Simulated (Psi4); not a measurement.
# C2H3F+ (SMILES [CH2][CH+]F): levels of theory compared

Aim: a comparison of 4 runs (UHF/STO-3G, UPBE0/def2-SVP, UMP3/6-311+G**) of C2H3F+. 

The calculation is run with Psi4 1.11.

**1. The system as given**

C2H3F+ has 6 atoms, charge +1, and is taken as a doublet. As SMILES, `[CH2][CH+]F`. Geometry: relaxed at GFN2-xTB. This is one conformer, not always the lowest.

Bond lengths: C1–C2 1.360 Å, C2–F3 1.280 Å, C1–H4 1.096 Å, C1–H5 1.089 Å, C2–H6 1.105 Å. Angles: C1–C2–F3 124.7°, C1–C2–H6 122.0°, F3–C2–H6 113.2°, C2–C1–H4 122.0°, C2–C1–H5 122.1°, H4–C1–H5 115.8°.

**2. The energy at UHF/STO-3G (run 1)**

Input file job.py:

```python
import psi4

psi4.set_memory(1600000000)
psi4.set_num_threads(1)
psi4.core.set_output_file('c2h3f.out', False)

mol = psi4.geometry("""
1 2
C     -0.480680     0.249980    -0.453480
C      0.478630    -0.197740     0.400480
F      0.828510    -1.422560     0.525540
H     -1.306900    -0.389170    -0.783880
H     -0.513400     1.283180    -0.797340
H      0.993850     0.476310     1.108680
symmetry c1
no_reorient
no_com
""")

options = {'reference': 'uhf', 'puream': True, 'e_convergence': 1e-09, 'd_convergence': 1e-08, 'scf_type': 'pk', 'maxiter': 200}
psi4.set_options(options)

result = psi4.energy('scf/STO-3G')
print(f'total energy {result:.8f} hartree = {result * 27.211386:.5f} eV')
```

On the command line:

```console
$ python job.py
```

c2h3f.out:

```text
[...]
  Running in c1 symmetry.
[...]
  Nuclear repulsion =   67.914506178827054
[...]
  Multiplicity = 2
[...]
  Nalpha       = 12
  Nbeta        = 11
[...]
    Number of basis functions: 18
[...]
   @UHF iter   1:  -174.16864312766381   -1.54642e+00   1.97887e-02 ADIIS/DIIS
[...]
   @UHF iter  16:  -174.26021068032372   -5.68434e-13   8.88215e-09 DIIS
[...]
   @S^2 Observed:                7.640796475E-01
[...]
    Orbital Energies [Eh]
    ---------------------
    Alpha Occupied:
       1A    -26.451161     2A    -11.565251     3A    -11.432491
       4A     -1.947398     5A     -1.371208     6A     -1.114750
       7A     -1.013136     8A     -0.963616     9A     -0.958691
      10A     -0.853219    11A     -0.806340    12A     -0.698493
    Alpha Virtual:
      13A     -0.118839    14A      0.241286    15A      0.295430
      16A      0.358850    17A      0.521826    18A      0.535047
    Beta Occupied:
[...]
  @UHF Final Energy:  -174.26021068032372
   => Energetics <=
    Nuclear Repulsion Energy =             67.9145061788270539
    One-Electron Energy =                -367.0098234447592063
    Two-Electron Energy =                 124.8351065856084574
    Total Energy =                       -174.2602106803237234
  UHF NO Occupations:
  HONO-2 :   10  A 1.9985428
  HONO-1 :   11  A 1.9952396
[...]
 Multipole Moments:
 ------------------------------------------------------------------------------------
     Multipole            Electronic (a.u.)      Nuclear  (a.u.)        Total (a.u.)
 ------------------------------------------------------------------------------------
 L = 1.  Multiply by 2.5417464519 to convert [e a0] to [Debye]
 Dipole X            :        -12.3546769           12.5059051            0.1512282
 Dipole Y            :         21.0699018          -21.0123939            0.0575079
 Dipole Z            :         -7.2834570            7.4442359            0.1607789
 Magnitude           :                                                    0.2280943
[...]
```

Standard output:

```text
total energy -174.26021068 hartree = -4741.86186 eV
```

It took 2.5 s on 1 thread of AMD EPYC 7R43 (Zen 3), shared host; peak memory 0.18 GiB.

**3. The energy at UPBE0/def2-SVP (run 2)**

Input file input.json:

```json
{
 "schema_name": "qcschema_input",
 "schema_version": 1,
 "molecule": {
  "schema_name": "qcschema_molecule",
  "schema_version": 2,
  "symbols": ["C", "C", "F", "H", "H", "H"],
  "geometry": [-0.90835355, 0.47239374, -0.856953, 0.90447962, -0.37367444, 0.75679752, 1.56565699, -2.6882488, 0.99312667, -2.46968307, -0.73542472, -1.48131851, -0.97018539, 2.42485877, -1.50675423, 1.87810431, 0.90009545, 2.09510156],
  "molecular_charge": 1,
  "molecular_multiplicity": 2,
  "fix_symmetry": "c1",
  "fix_com": true,
  "fix_orientation": true
 },
 "driver": "energy",
 "model": {
  "method": "pbe0",
  "basis": "def2-SVP"
 },
 "keywords": {
  "reference": "uks",
  "puream": true,
  "e_convergence": 1e-09,
  "d_convergence": 1e-08,
  "scf_type": "pk",
  "dft_radial_points": 99,
  "dft_spherical_points": 590,
  "maxiter": 200
 }
}
```

On the command line:

```console
$ psi4 --qcschema input.json -n 1 --memory 1600MB
```

stdout:

```text
[...]
  Running in c1 symmetry.
[...]
  Nuclear repulsion =   67.914506146849476
[...]
  Multiplicity = 2
[...]
  Nalpha       = 12
  Nbeta        = 11
[...]
    Number of basis functions: 57
[...]
   @UKS iter   1:  -177.07828524651848    6.05107e-03   4.91780e-03 DIIS/ADIIS
[...]
   @UKS iter  12:  -177.12143107648089   -8.32756e-12   9.05111e-09 DIIS
[...]
   @S^2 Observed:                7.532117598E-01
[...]
    Orbital Energies [Eh]
    ---------------------
    Alpha Occupied:
       1A    -25.115126     2A    -10.672706     3A    -10.585357
       4A     -1.582957     5A     -1.121862     6A     -0.936732
       7A     -0.859372     8A     -0.821973     9A     -0.815956
      10A     -0.726794    11A     -0.685887    12A     -0.609067
    Alpha Virtual:
      13A     -0.331265    14A     -0.140408    15A     -0.116913
      16A     -0.110054    17A     -0.041052    18A      0.047200
      19A      0.118253    20A      0.191085    21A      0.217553
      22A      0.246670    23A      0.257673    24A      0.284967
      25A      0.381281    26A      0.399629    27A      0.427282
[...]
  @UKS Final Energy:  -177.12143107648089
   => Energetics <=
    Nuclear Repulsion Energy =             67.9145061468494760
    One-Electron Energy =                -369.9364394543549110
    Two-Electron Energy =                 141.4613953479865529
    DFT Exchange-Correlation Energy =     -16.5608931169620099
    Empirical Dispersion Energy =           0.0000000000000000
    VV10 Nonlocal Energy =                  0.0000000000000000
    Total Energy =                       -177.1214310764808886
[...]
 Multipole Moments:
 ------------------------------------------------------------------------------------
     Multipole            Electronic (a.u.)      Nuclear  (a.u.)        Total (a.u.)
 ------------------------------------------------------------------------------------
 L = 1.  Multiply by 2.5417464519 to convert [e a0] to [Debye]
 Dipole X            :        -12.5476466           12.5059052           -0.0417414
 Dipole Y            :         21.3110494          -21.0123939            0.2986555
 Dipole Z            :         -7.4288505            7.4442360            0.0153855
 Magnitude           :                                                    0.3019507
[...]
```

The result, in JSON:

```text
{
 "driver": "energy",
 "model": {
  "method": "pbe0",
  "basis": "def2-SVP"
 },
 "success": true,
 "return_result": -177.1214310764809,
 "properties": {
  "calcinfo_nbasis": 57,
  "calcinfo_nmo": 57,
  "calcinfo_nalpha": 12,
  "calcinfo_nbeta": 11,
  "calcinfo_natom": 6,
  "nuclear_repulsion_energy": 67.91450614684948,
  "return_energy": -177.1214310764809,
  "scf_one_electron_energy": -369.9364394543549,
  "scf_two_electron_energy": 141.46139534798655,
  "scf_xc_energy": -16.56089311696201,
  "scf_dipole_moment": [-0.04174144960370718, 0.29865554770469416, 0.015385506587575648],
  "scf_total_energy": -177.1214310764809,
  "scf_iterations": 12
 }
}
```

Wall time 20 s (1 thread of AMD EPYC 7R43 (Zen 3), shared host); peak memory 0.74 GiB.

Run 3 isn't shown in full; the table further down has it.

**4. The energy at UMP3/6-311+G(d,p) (density fitting, density fitting for correlation) (run 4)**

Input file c2h3f.xyz:

```xyz
6
C2H3F
C     -0.480680     0.249980    -0.453480
C      0.478630    -0.197740     0.400480
F      0.828510    -1.422560     0.525540
H     -1.306900    -0.389170    -0.783880
H     -0.513400     1.283180    -0.797340
H      0.993850     0.476310     1.108680
```

Input file calc.py:

```python
import psi4

psi4.set_memory(1600000000)
psi4.set_num_threads(1)
psi4.set_output_file('c2h3f.out', False)

with open('c2h3f.xyz') as f:
    atoms = ''.join(f.readlines()[2:])
geom = psi4.geometry('1 2\n' + atoms + '')

options = {'basis': '6-311+G**', 'reference': 'uhf', 'scf_type': 'df', 'freeze_core': True, 'mp_type': 'df'}
psi4.set_options(options)

e_tot, wfn = psi4.energy("mp3", molecule=geom, return_wfn=True)
print(f'total energy {e_tot:.8f} hartree = {e_tot * 27.211386:.5f} eV')
```

On the command line:

```console
$ python calc.py
```

c2h3f.out:

```text
[...]
  Running in c1 symmetry.
[...]
  Nuclear repulsion =   67.914506178827054
[...]
  Multiplicity = 2
[...]
  Nalpha       = 12
  Nbeta        = 11
[...]
    Number of basis functions: 84
[...]
   @DF-UHF iter   1:  -176.53254295172604   -3.24789e-01   3.65729e-03 DIIS/ADIIS
[...]
   @DF-UHF iter  15:  -176.60181293419302   -4.00746e-12   4.57761e-09 DIIS
[...]
   @S^2 Observed:                7.578686818E-01
[...]
    Orbital Energies [Eh]
    ---------------------
    Alpha Occupied:
       1A    -26.626753     2A    -11.692245     3A    -11.582319
       4A     -1.962257     5A     -1.396327     6A     -1.155420
       7A     -1.054958     8A     -1.010911     9A     -1.004919
      10A     -0.891679    11A     -0.852186    12A     -0.726274
    Alpha Virtual:
      13A     -0.182676    14A     -0.099515    15A     -0.075954
      16A     -0.062950    17A     -0.058624    18A     -0.030465
      19A     -0.027914    20A     -0.001317    21A      0.039057
      22A      0.048951    23A      0.065001    24A      0.096843
      25A      0.167222    26A      0.184568    27A      0.187166
[...]
  @DF-UHF Final Energy:  -176.60181293419302
   => Energetics <=
    Nuclear Repulsion Energy =             67.9145061788270539
    One-Electron Energy =                -370.0690742973098395
    Two-Electron Energy =                 125.5527551842897367
    Total Energy =                       -176.6018129341930205
  UHF NO Occupations:
  HONO-2 :   10  A 1.9986809
  HONO-1 :   11  A 1.9983807
[...]
 Multipole Moments:
 ------------------------------------------------------------------------------------
     Multipole            Electronic (a.u.)      Nuclear  (a.u.)        Total (a.u.)
 ------------------------------------------------------------------------------------
 L = 1.  Multiply by 2.5417464519 to convert [e a0] to [Debye]
 Dipole X            :          1.4576247           -2.1607768           -0.7031521
 Dipole Y            :         -2.1166964            3.6426678            1.5259714
 Dipole Z            :          0.9390134           -1.2990820           -0.3600686
 Magnitude           :                                                    1.7183308
[...]
	DF-SCS-MP2 Total Energy (a.u.)     :  -177.03604175465748
	DF-SOS-MP2 Total Energy (a.u.)     :  -177.03230848046417
	DF-SCS(N)-MP2 Total Energy (a.u.)  :  -176.79637204380373
[...]
	DF-MP2 Total Energy (a.u.)         :  -177.04350830304404
[...]
	DF-MP3 Total Energy (a.u.)         :  -177.06065801170993
[...]
```

On the terminal:

```text
total energy -177.06065801 hartree = -4818.06591 eV
```

Run time: 7.5 s. Hardware: 1 thread of AMD EPYC 7R43 (Zen 3), shared host; peak memory 0.26 GiB.

**5. Overview of the runs**

```
run                                                                                 level         integration grid  integrals  energy (Eh)  HOMO energy (eV)  LUMO energy (eV)   ⟨S²⟩  wall time
  1                                                                            UHF/STO-3G                        –         pk  -174.260211            -19.01             -5.99  0.764      2.5 s
  2                                                                        UPBE0/def2-SVP  99 radial × 590 angular         pk  -177.121431            -16.57            -12.40  0.753       20 s
  3  UMP3/6-311+G** (density fitting with cc-pvdz-jkfit, density fitting for correlation)                        –         df  -177.060450            -19.76             -7.48  0.758      6.9 s
  4                     UMP3/6-311+G** (density fitting, density fitting for correlation)                        –         df  -177.060658            -19.76             -7.48  0.758      7.5 s
```

**6. Results**

| quantity | value |
| --- | --- |
| run 4: total energy | -177.06066 Eh |
| run 4: HOMO energy (Hartree–Fock orbitals) (highest over α and β) | -19.76 eV |
| run 4: LUMO energy (Hartree–Fock orbitals) (lowest over α and β) | -7.48 eV |
| run 4: correlation energy (3 core orbitals frozen) | -458.8 mEh |
| run 4: ⟨S²⟩ of the reference determinant | 0.758 |

In run 1 the basis is minimal, so the values are rough. All runs together took 37 s, the longest 20 s.
